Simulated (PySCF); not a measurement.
**Atomic charges by several schemes**

Species: mercaptoacetone, C3H6OS.
Numbering: `[CH3:1][C:2](=[O:3])[CH2:4][SH:5]` (hydrogens: H6, H7, H8 on C1; H9, H10 on C4; H11 on S5)

Structure used (GFN2-xTB), in Å, numbered top down from 1:
```
atom  x, y, z in Å
C1     1.4189   -0.1292   -0.3554
C2     0.2303   -0.4592    0.5015
O3     0.3039   -0.8211    1.6469
C4    -1.1088   -0.2647   -0.1800
S5    -1.4852    1.5276   -0.1779
H6     1.5505   -0.9207   -1.0921
H7     1.2528    0.8047   -0.8872
H8     2.3159   -0.0613    0.2541
H9    -1.9062   -0.7875    0.3470
H10   -1.0825   -0.5538   -1.2286
H11   -1.4840    1.6679    1.1458
```

Density: PBE0/pcSseg-1 (PySCF); schemes: Mulliken, IAO, Hirshfeld and ESP-fitted. One conformer (not necessarily the lowest) at the GFN2-xTB geometry, without solvent, vibrations or thermal averaging.

**Question.** Do the Mulliken, IAO, Hirshfeld and ESP-fitted schemes agree on where the charge is lowest?

**Answer.** The schemes don't all agree: Mulliken O3 (-0.344); IAO C1 (-0.483); Hirshfeld O3 (-0.238); ESP-fitted C1 (-0.530).

**Question.** Do the Mulliken, IAO, Hirshfeld and ESP-fitted schemes agree on where the charge is highest?

**Answer.** The schemes don't all agree: Mulliken H9 (+0.175); IAO C2 (+0.391); Hirshfeld C2 (+0.163); ESP-fitted C2 (+0.603).

**Question.** For which atoms does the sign change between the 4 schemes (beyond +0.03 e in one, beyond −0.03 e in another)?

**Answer.** For none.

**Question.** Give the atomic charges in each scheme.

**Answer.** In e:

```tsv
atom	environment	Mulliken	IAO	Hirshfeld	ESP-fitted
C1	methyl carbon next to a carbonyl	-0.262	-0.483	-0.129	-0.530
C2	ketone carbonyl carbon	+0.146	+0.391	+0.163	+0.603
O3	ketone oxygen	-0.344	-0.407	-0.238	-0.460
C4	sp3 carbon bound to sulfur	-0.338	-0.389	-0.079	-0.401
S5	thiol sulfur	-0.122	-0.052	-0.032	-0.276
H6	methyl hydrogen	+0.140	+0.164	+0.057	+0.155
H7	methyl hydrogen	+0.143	+0.167	+0.042	+0.145
H8	methyl hydrogen	+0.141	+0.168	+0.053	+0.154
H9	methylene hydrogen	+0.175	+0.172	+0.050	+0.146
H10	methylene hydrogen	+0.168	+0.168	+0.056	+0.233
H11	S–H hydrogen	+0.151	+0.101	+0.057	+0.232
```

Mean size of the charges over all atoms: ESP-fitted 0.303 e, IAO 0.242 e, Mulliken 0.194 e, Hirshfeld 0.087 e. Each set sums to the total charge, 0, to within 0.001 e. The Mulliken scheme gives each basis function's population to the atom it is centred on and halves the overlap population of two atoms between them. The IAO scheme counts the electrons in orthogonalised intrinsic atomic orbitals, a minimal basis polarised so that it spans the occupied orbitals exactly.

**Question.** How closely do the schemes follow one another over all atoms?

**Answer.** Correlation coefficient and root-mean-square difference: IAO with ESP-fitted 0.96, 0.106 e; Mulliken with IAO 0.95, 0.106 e; IAO with Hirshfeld 0.93, 0.184 e; Hirshfeld with ESP-fitted 0.93, 0.246 e; Mulliken with ESP-fitted 0.91, 0.174 e; Mulliken with Hirshfeld 0.90, 0.123 e.

**Question.** How many electrons does the Mulliken scheme count on C1?

**Answer.** Z − q = 6 − (-0.262) = 6.262.

These values come from a run that also computed NMR shieldings. The run took 18 s on one thread, Arm Neoverse N1, no GPU (shared host).
